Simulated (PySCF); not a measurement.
A search over the determinants of SH

Unrestricted PBE0; basis H STO-3G, S STO-3G; no relativity; PySCF 2.14. Outer shells of the fragments: H 1s1; S 3s2 3p4.

Followed along the bond (rough minima from three points):

| 2Ms+1 | unpaired | ⟨S²⟩ at the start | R at minimum (Å) | Te (eV) |
| --- | --- | --- | --- | --- |
| 2 | π ↑ | 0.75 | 1.36 | 0.00 |

Solutions found at the starting distance of 1.305 Å, counted from the lowest of them; the search is not exhaustive and high or unbound solutions are not listed, so other states can lie among these:

```
2Ms+1  unpaired  term  E (eV)  ⟨S²⟩  ⟨Lz²⟩  μ (D)
    2       π ↑    ²Π    0.00  0.75   1.00  -0.76
    2       σ ↑   ²Σ⁺    5.27  0.76   0.00  -0.81
```

A term symbol is given only where ⟨S²⟩ and ⟨Lz²⟩ are close to those of a pure state; real π, δ and φ orbitals otherwise mix terms. A positive dipole means H(−)S(+).

Counting both spins, an empty level lies below a filled one in some of these solutions, because spin and occupation are held. STO-3G is very small, so such numbers show the basis as much as the molecule.
